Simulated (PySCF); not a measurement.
## Bond length, frequency and bond energy of OH by level of theory

State: ²Π (doublet), unpaired electrons π ↑. Set-up: PySCF, no relativity, basis sets H def2-TZVP, O def2-TZVP. De refers to H + O in their high-spin ground configurations, without counterpoise correction. The functionals are run spin-unrestricted. A positive dipole means H(−)O(+).

| Level | Re (Å) | ωe (cm⁻¹) | De (eV) | μ (D) | CPU s a point (SCF and correlation, without the integrals) |
| --- | --- | --- | --- | --- | --- |
| UHF | 0.953 | 4018 | 2.91 | -1.84 | 0.043 |
| UHF-MP2 | 0.972 | 3779 | 4.37 | n/a | 0.062 |
| UHF-SCS-MP2 | 0.973 | 3761 | 4.40 | n/a | n/a |
| UHF-CCSD | 0.974 | 3733 | 4.31 | n/a | n/a |
| UHF-CCSD(T) | 0.976 | 3700 | 4.36 | n/a | 0.55 |
| PBE | 0.986 | 3583 | 4.69 | -1.73 | 0.24 |
| PW91 | 0.985 | 3591 | 4.71 | -1.73 | 0.18 |
| BLYP | 0.988 | 3533 | 4.68 | -1.73 | 0.17 |
| r²SCAN | 0.976 | 3696 | 4.64 | -1.76 | 0.31 |
| PBE0 | 0.973 | 3749 | 4.51 | -1.77 | 0.35 |
| B97-3 | 0.972 | 3754 | 4.56 | -1.76 | 0.19 |

Q: Which functional lies closest to UHF-CCSD(T) in De, which farthest, and by how much do they differ from it?

A: Closest is PBE0 (-0.3 pm in Re, +1.3 % in ωe, +0.15 eV in De against UHF-CCSD(T) in the same basis), farthest PW91 (+0.9 pm in Re, -2.9 % in ωe, +0.35 eV in De). CCSD(T) converges more slowly with the basis than the functionals do and binds too weakly in this one, so the order can change at the basis-set limit.

Q: What does a quarter of exact exchange do here, going from PBE to PBE0?

A: PBE0 less PBE: -1.3 pm in Re, +4.6 % in ωe, -0.18 eV in De. Exact exchange removes part of the self-interaction that spreads semilocal densities, and in most molecules shortens and stiffens the bond and lowers De; so it does here.

Q: What does the step from GGA to meta-GGA do here, going from PBE to r²SCAN?

A: r²SCAN less PBE: -1.0 pm in Re, +3.2 % in ωe, -0.05 eV in De. 

Correlated steps freeze 1 core orbital. The state was picked by a PBE0 search and need not be the measured ground state.

The whole job (state search and all levels along the bond) took about 0.42 min on 1 thread of Intel Xeon 6975P-C (shared host), peak memory 0.42 GiB.
